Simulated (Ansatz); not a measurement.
**Relaxing Sn2Sb**

Computed with DFT PBE, scalar-relativistic, plane waves, PAW (Ansatz 0.2.0). Cutoff 420 eV, Γ-centred k mesh, Gaussian smearing, no spin polarisation in the final step.

Sn2Sb was placed on the AlB2 structure type (P6/mmm, No. 191), with Sb in place of Al, Sn in place of B, at a guessed volume.

```
CELL_PARAMETERS angstrom
4.30032 0.00000 0.00000
-2.15016 3.72418 0.00000
0.00000 0.00000 4.64320
ATOMIC_POSITIONS crystal
Sn 0.33333 0.66667 0.50000
Sn 0.66667 0.33333 0.50000
Sb 0.00000 0.00000 0.00000
```

Cell and atoms relax at zero pressure; the relaxation can't lower the symmetry of the start. After a coarse first stage the cell is made exact in the group found at 0.06 Å.

The zero of energy is the elements' standard structures at the same level; no fitted shifts are applied.

Problem. Describe the relaxed structure.

Solution. It keeps P6/mmm (No. 191), but not the shape of the type it started on. Conventional cell: a = 5.444 Å, c = 3.236 Å. Sn has 5 Sn at 3.14–3.24 Å and 6 Sb at 3.54 Å; Sb is coordinated by 2 Sb at 3.24 Å and 12 Sn at 3.54 Å.

```
Sn Sb
1.0
     5.44448    0.00000    0.00000
    -2.72224    4.71506    0.00000
     0.00000    0.00000    3.23645
Sn Sb
2 1
Direct
  0.33333 0.66667 0.50000
  0.66667 0.33333 0.50000
  0.00000 0.00000 0.00000
```

Problem. What are its volume, energy, density and gap?

Solution. The volume per atom is 27.69 Å³. The density is 7.18 g/cm³ and the energy over the elements is 0.15 eV/atom. The gap on the 12×12×14 mesh is 0 eV (a metal).

The final run used a 12×12×14 mesh on its 3-atom cell and 0.10 eV smearing. The k mesh leaves about 4 meV/atom of noise in metals. Spin–orbit coupling is left out. A structure relaxed within its symmetry needn't be a true minimum. The steps took of the order of 3 core-minutes in all.